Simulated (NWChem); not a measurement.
Molecule: difluoromethane (CH2F2); SMILES FCF

All runs: NWChem. Structure relaxed at the PBE0-D3(BJ)/def2-TZVP level. Level: PBE/def2-SVP with SMD (1 M gas to 1 M solution), gas-phase geometry.

For solvent n-hexane:

```yaml
solvation free energy (kcal/mol): -0.9
dipole in solution (D): 1.80
```

Estimate the same quantities for solvent 1-propanol.

solvation free energy (kcal/mol): -2.1
dipole in solution (D): 1.98
